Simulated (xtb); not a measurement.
xtb input (GFN2-xTB):

```bash
xtb mol.xyz --gfn 2 --ohess tight --chrg -1 --uhf 0
```
mol.xyz:
```
10

C     -0.19742825    -0.45816273     0.06516815
C      1.21792534    -0.08317332     0.07170373
C     -1.11090382     0.73879081     0.09466671
H     -0.47159218    -1.09999597     0.94238149
H     -0.49593408    -1.06593949    -0.82057441
H      1.90660227    -0.97314572     0.12798071
Cl    -2.82185718     0.31155722     0.12160125
H      1.45084005     0.56015852    -0.81034845
H      1.46486758     0.57798847     0.99202443
H     -0.94602765     1.39374387    -0.80326611
```

Output:

```
           -------------------------------------------------
          |                Calculation Setup                |
           -------------------------------------------------

           -------------------------------------------------
          |                 G F N 2 - x T B                 |
           -------------------------------------------------

        Reference                      10.1021/acs.jctc.8b01176
      * Hamiltonian:
        H0-scaling (s, p, d)           1.850000    2.230000    2.230000
        zeta-weighting                 0.500000
      * Dispersion:
        s8                             2.700000
        a1                             0.520000
        a2                             5.000000
        s9                             5.000000
      * Repulsion:
        kExp                           1.500000    1.000000
        rExp                           1.000000
      * Coulomb:
        alpha                          2.000000
        third order                    shell-resolved
        anisotropic                    true
        a3                             3.000000
        a5                             4.000000
        cn-shift                       1.200000
        cn-exp                         4.000000
        max-rad                        5.000000

          ...................................................
          :                      SETUP                      :
          :.................................................:
          :  # basis functions                  28          :
          :  # atomic orbitals                  27          :
          :  # shells                           15          :
          :  # electrons                        26          :
          :  max. iterations                   250          :
          :  Hamiltonian                  GFN2-xTB          :
          :  restarted?                      false          :
          :  GBSA solvation                  false          :
          :  PC potential                    false          :
          :  electronic temp.          300.0000000     K    :
          :  accuracy                    1.0000000          :
          :  -> integral cutoff          0.2500000E+02      :
          :  -> integral neglect         0.1000000E-07      :
          :  -> SCF convergence          0.1000000E-05 Eh   :
          :  -> wf. convergence          0.1000000E-03 e    :
          :  Broyden damping             0.4000000          :
          :  net charge                         -1          :
          :  unpaired electrons                  0          :
          ...................................................

 iter      E             dE          RMSdq      gap      omega  full diag
   1    -14.1673128 -0.141673E+02  0.494E+00    4.33       0.0  T
   2    -14.2608226 -0.935098E-01  0.270E+00    4.61       1.0  T
   3    -14.2624190 -0.159636E-02  0.144E+00    4.73       1.0  T
   4    -14.2631409 -0.721929E-03  0.346E-01    4.74       1.0  T
   5    -14.2633204 -0.179559E-03  0.273E-01    4.73       1.0  T
   6    -14.2636268 -0.306359E-03  0.130E-01    4.68       1.0  T
[...]

 * 6 selected distances

     #   Z          #   Z                                           value/Å
     1   6 C        2   6 C                                       1.5272838 (max)
     1   6 C        4   1 H                                       1.0998566
     1   6 C        5   1 H                                       1.1115469
     2   6 C        6   1 H                                       1.0938010
     2   6 C        8   1 H                                       1.0905239
     2   6 C        9   1 H                                       1.0893254 (min)

 * 2 distinct bonds (by element types)

   Z      Z             #   av. dist./Å        max./Å        min./Å
   1 H    6 C           5     1.0970108     1.1115469     1.0893254
   6 C    6 C           1     1.5272838     1.5272838     1.5272838

           -------------------------------------------------
          |               Frequency Printout                |
           -------------------------------------------------
 projected vibrational frequencies (cm⁻¹)
eigval :       -0.00     0.00     0.00     0.00     0.00     0.00
eigval :      100.45   210.04   224.43   325.58   599.43   816.82
eigval :      887.08   954.00  1062.42  1092.36  1137.41  1240.65
eigval :     1285.92  1317.07  1393.15  1509.34  1518.17  1522.57
eigval :     2559.47  2689.73  2879.47  2936.92  2987.88  3007.30
 reduced masses (amu)
   1: 20.34   2: 27.84   3: 15.75   4: 10.14   5: 28.86   6:  9.28   7: 11.21   8:  2.53
   9: 12.62  10: 19.70  11: 13.94  12:  2.03  13:  7.24  14:  2.02  15:  9.64  16:  6.85
  17:  3.72  18:  3.74  19:  3.02  20:  3.72  21:  3.11  22:  1.59  23:  1.76  24:  1.74
  25:  1.77  26:  1.75  27:  1.63  28:  1.77  29:  1.81  30:  1.52
 IR intensities (km·mol⁻¹)
   1: 10.34   2: 10.15   3:  6.35   4:  1.55   5:  6.16   6: 12.68   7:  2.54   8:  1.31
   9:  2.00  10:  3.81  11: 13.40  12:  2.21  13:  8.98  14:  9.60  15:  0.58  16:  3.31
  17: 13.04  18:  6.70  19: 35.56  20:  6.21  21:  3.42  22:  0.64  23:  9.98  24:  2.47
  25:253.94  26:202.08  27: 91.53  28:157.57  29: 88.39  30: 51.83
 Raman intensities (Ä⁴*amu⁻¹)
   1:  0.00   2:  0.00   3:  0.00   4:  0.00   5:  0.00   6:  0.00   7:  0.00   8:  0.00
   9:  0.00  10:  0.00  11:  0.00  12:  0.00  13:  0.00  14:  0.00  15:  0.00  16:  0.00
  17:  0.00  18:  0.00  19:  0.00  20:  0.00  21:  0.00  22:  0.00  23:  0.00  24:  0.00
  25:  0.00  26:  0.00  27:  0.00  28:  0.00  29:  0.00  30:  0.00
 output can be read by thermo (or use thermo option).
 writing <g98.out> molden fake output.
 recommended (thermochemical) frequency scaling factor: 1.0
           -------------------------------------------------
          |             Thermodynamic Functions             |
           -------------------------------------------------

c1  symmetry found (for desy threshold:  0.10E+00) used in thermo

          ...................................................
          :                      SETUP                      :
          :.................................................:
          :  # frequencies                          24      :
          :  # imaginary freq.                       0      :
          :  linear?                             false      :
          :  only rotor calc.                    false      :
          :  symmetry                               c1      :
          :  rotational number                       1      :
          :  scaling factor                  1.0000000      :
          :  rotor cutoff                   50.0000000 cm⁻¹ :
          :  imag. cutoff                  -20.0000000 cm⁻¹ :
          :.................................................:

    mode    ω/cm⁻¹     T·S(HO)/kcal·mol⁻¹    T·S(FR)/kcal·mol⁻¹   T·S(vib)
   ------------------------------------------------------------------------
Note: The following floating-point exceptions are signalling: IEEE_UNDERFLOW_FLAG IEEE_DENORMAL
normal termination of xtb
       1    100.45    -1.02729 ( 94.22%)    -0.84955 (  5.78%)    -1.01701
       2    210.04    -0.60921 ( 99.68%)    -0.63120 (  0.32%)    -0.60928
       3    224.43    -0.57336 ( 99.75%)    -0.61158 (  0.25%)    -0.57345
   ------------------------------------------------------------------------

   temp. (K)  partition function   enthalpy   heat capacity  entropy
                                   cal/mol     cal/K/mol   cal/K/mol   J/K/mol
 298.15  VIB   8.84                 1669.375     11.395      9.896
         ROT  0.712E+05              888.752      2.981     25.185
         INT  0.629E+06             2558.127     14.376     35.082
         TR   0.661E+27             1481.254      4.968     38.942
         TOT                        4039.3811    19.3442    74.0234   309.7139

       T/K    H(0)-H(T)+PV         H(T)/Eh          T*S/Eh         G(T)/Eh
   ------------------------------------------------------------------------
    298.15    0.643716E-02    0.844818E-01    0.351709E-01    0.493109E-01
   ------------------------------------------------------------------------

         :::::::::::::::::::::::::::::::::::::::::::::::::::::
         ::                  THERMODYNAMIC                  ::
         :::::::::::::::::::::::::::::::::::::::::::::::::::::
         :: total free energy         -14.113760233135 Eh   ::
         ::.................................................::
         :: total energy              -14.163071172301 Eh   ::
         :: zero point energy           0.078044680132 Eh   ::
         :: G(RRHO) w/o ZPVE           -0.028733740966 Eh   ::
         :: G(RRHO) contrib.            0.049310939166 Eh   ::
         :::::::::::::::::::::::::::::::::::::::::::::::::::::

optimized geometry written to: xtbopt.xyz

           -------------------------------------------------
          | TOTAL ENERGY              -14.163071172301 Eh   |
          | TOTAL ENTHALPY            -14.078589328609 Eh   |
          | TOTAL FREE ENERGY         -14.113760233135 Eh   |
          | GRADIENT NORM               0.000122978731 Eh/α |
          | HOMO-LUMO GAP               4.602349194350 eV   |
           -------------------------------------------------

------------------------------------------------------------------------
------------------------------------------------------------------------
 total:
 SCF:
 ANC optimizer:
 analytical hessian:
```

It need not be the lowest isomer of its formula. Whether it binds its extra electron was not tested at this geometry.
